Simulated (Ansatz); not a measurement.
## Structure relaxation of SiGe₂

Level of theory: Ansatz 0.2.0, DFT PBE, scalar-relativistic, plane waves, PAW. Cutoff 420 eV, Γ-centred k mesh, Gaussian smearing, no spin polarisation in the final step.

SiGe₂ was placed on the cubic Laves (C15) structure type (Fd-3m, No. 227), with Si in place of Mg, Ge in place of Cu, at a guessed volume.

```yaml
crystal:
  lattice:
    - [0.00000, 3.70389, 3.70389]
    - [3.70389, 0.00000, 3.70389]
    - [3.70389, 3.70389, 0.00000]
  atoms:
    - { symbol: Si, position: [0.00000, 0.00000, 0.00000] }
    - { symbol: Si, position: [0.25000, 0.25000, 0.25000] }
    - { symbol: Ge, position: [0.62500, 0.62500, 0.62500] }
    - { symbol: Ge, position: [0.12500, 0.62500, 0.62500] }
    - { symbol: Ge, position: [0.62500, 0.62500, 0.12500] }
    - { symbol: Ge, position: [0.62500, 0.12500, 0.62500] }
```

Cell and atoms relax at zero pressure; the relaxation can't lower the symmetry of the start. After a coarse first stage the cell is made exact in the group found at 0.06 Å.

Energies over the elements count from the elements' standard structures at the same level, with no empirical corrections.

(1) What does it relax into?

(2) What are its volume, energy, density and gap?

Answers

(1) It keeps Fd-3m (No. 227). The result has the cubic Laves (C15) structure. Conventional cell: a = 7.739 Å. Si has 12 Ge at 3.21 Å and 4 Si at 3.35 Å; Ge has 6 Ge at 2.74 Å and 6 Si at 3.21 Å.

```cif
data_structure
_symmetry_space_group_name_H-M 'Fd-3m:1'
_symmetry_Int_Tables_number 227
_cell_length_a 7.7395
_cell_length_b 7.7395
_cell_length_c 7.7395
_cell_angle_alpha 90.000
_cell_angle_beta 90.000
_cell_angle_gamma 90.000
_cell_volume 463.59
loop_
_atom_site_label
_atom_site_type_symbol
_atom_site_symmetry_multiplicity
_atom_site_Wyckoff_symbol
_atom_site_fract_x
_atom_site_fract_y
_atom_site_fract_z
_atom_site_occupancy
Si1 Si 8 b 0.00000 0.00000 0.50000 1
Ge1 Ge 16 c 0.12500 0.12500 0.12500 1
```

(2) The volume per atom is 19.32 Å³ and the density is 4.97 g/cm³. The energy over the elements is 0.67 eV/atom and the gap on the 8×8×8 mesh is 0 eV (a metal).

The final run used a 8×8×8 mesh on its 6-atom cell and 0.10 eV smearing. For metals, differences of a few meV/atom aren't resolved. Symmetry constrained the relaxation, so the result can be a saddle point.

Cost: 3 runs of about 0.25 core-minutes in all, on Intel Xeon 6975P-C (Granite Rapids) (shared hosts).